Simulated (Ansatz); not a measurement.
Compare A (`NC1=C(O)C1`) with its isomer B (`N/C=C/C=O`).

Gas-phase electronic energies from Ansatz, PBE0-D4/def2-TZVP geometries. CBS: MP2 limit from def2 TZ/QZ plus the TZ coupled-cluster correction, frozen cores. Functionals use def2-TZVPP. B3LYP here is the variant with VWN-RPA as its local correlation; programs differ in this. Each species was taken in one conformer, which may not be the lowest.

Which is lower in electronic energy at CCSD(T)/CBS, and by how much? (Estimate.)

The calculation gave: B, by 209.4 kJ/mol.

Give E(B) − E(A) in kJ/mol with PBE0-D4, r2SCAN-D4, ωB97M-V, HF/def2-TZVPP, B3LYP, LDA (SPW92), BLYP-D4. (Best estimate.)

Computed: PBE0-D4 -202.5, r2SCAN-D4 -220.5, ωB97M-V -209.9, HF/def2-TZVPP -240.4, B3LYP -227.7, LDA (SPW92) -191.2, BLYP-D4 -234.6. None reverses the order clearly.

Does the order hold for the free energy at 298.15 K (harmonic terms from PBE0-D4)? (An estimate is asked.)

The calculation gave: Yes: G(B) − G(A) = -213.4 kJ/mol, for one conformer each. Modes under 60 cm⁻¹, often nearly free rotors, make the harmonic entropy too high.

Largest T1 diagnostic: 0.016.

At CCSD(T), def2-SVP lies −5.2 kJ/mol from the extrapolated value and def2-TZVPP −2.1 kJ/mol. From BLYP to BHLYP (50 % exact exchange), in def2-TZVPP and without D4, E(B) − E(A) moves by +8.2 kJ/mol.
